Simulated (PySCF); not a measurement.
# Level of theory and gas-phase deprotonation enthalpies: pyrrole

Structure: `c1cc[nH]c1` (C4H5N). Coordinates in Å; atoms count from 1 in this order:
```
C    -0.0086   -1.1162    0.4219
C    -1.1449   -0.3205    0.1050
C    -0.6787    0.8942   -0.3531
N     0.6880    0.8543   -0.3219
C     1.1108   -0.3591    0.1460
H    -0.0092   -2.1328    0.8106
H    -2.1909   -0.6049    0.2018
H    -1.2120    1.7777   -0.6969
H     1.2957    1.6099   -0.6039
H     2.1690   -0.5902    0.2467
```

All levels share the PBE0-D3(BJ)/ma-def2-SVP structures and the PBE0-D3(BJ)/ma-def2-SVP thermal terms; only the single-point energies (PySCF) change. Values are gas-phase deprotonation enthalpies (298 K, kJ/mol).

Measured (NIST Chemistry WebBook): deprotonation enthalpy (ΔH) 1504 kJ/mol.

| level | N4 | C3 | C1 | time |
| --- | --- | --- | --- | --- |
| CAM-B3LYP-D3(BJ)/ma-def2-TZVP | 1504 | 1660 | 1707 | 31 s |
| PBE0-D3(BJ)/ma-def2-SVP | 1507 | 1664 | 1709 | 9.7 s |
| PBE0-D3(BJ)/6-311+G** | 1508 | 1664 | 1708 | 13 s |
| PBE0-D3(BJ)/ma-def2-TZVP | 1510 | 1667 | 1710 | – |
| TPSSh-D3(BJ)/ma-def2-TZVP (grid 3) | 1514 | 1671 | 1713 | 65 s |
| B97-2/ma-def2-TZVP | 1518 | 1674 | 1718 | 24 s |
| BHandHLYP/ma-def2-TZVP | 1518 | 1675 | 1723 | 24 s |
| PBE0-D3(BJ)/cc-pVTZ | 1528 | 1691 | 1736 | 26 s |
| PBE0-D3(BJ)/cc-pVDZ | 1540 | 1710 | 1757 | 8 s |
| PBE0-D3(BJ)/6-31G* | 1548 | 1738 | 1785 | 6.7 s |
| PBE0-D3(BJ)/6-31G | 1570 | 1751 | 1802 | 4.3 s |

Times are wall times for all single points of a level on 1 thread of Arm Neoverse V1, a shared host; the dash marks the run that also made the structures.

The widest spread is that of C1: 95 kJ/mol, from 1707 to 1802.

Bases without diffuse functions serve anions poorly.
